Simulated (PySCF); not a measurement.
**How methods differ on the electron affinity of S**

S⁻ [Ne] 3s2 3p5 (2P) → S [Ne] 3s2 3p4 (3P), as a difference of total energies. Calculation: PySCF 2.14, in x2c-QZVPPall with one added diffuse shell each of s, p, d, f type (10s7p5d3f1g, 86 functions); the spin-free X2C one-electron Hamiltonian (Gaussian nucleus). Correlated levels: valence: [Ne] frozen. The calculations carry no spin-orbit coupling.

```csv
method,electron affinity (eV),difference from reference (eV)
UHF,0.869,-1.208
MP2 (valence),1.982,-0.095
SCS-MP2 (valence),1.990,-0.087
CCSD (valence),1.912,-0.165
CCSD(T) (valence),2.001,-0.076
```

Reference: 2.077 eV (measured; photodetachment measurements, as compiled on the Wikipedia data page of electron affinities).

The reference lies between the lowest fine-structure levels, while these numbers refer to the centres of the terms.

Errors of the correlated levels include the incompleteness of this basis and the frozen core.
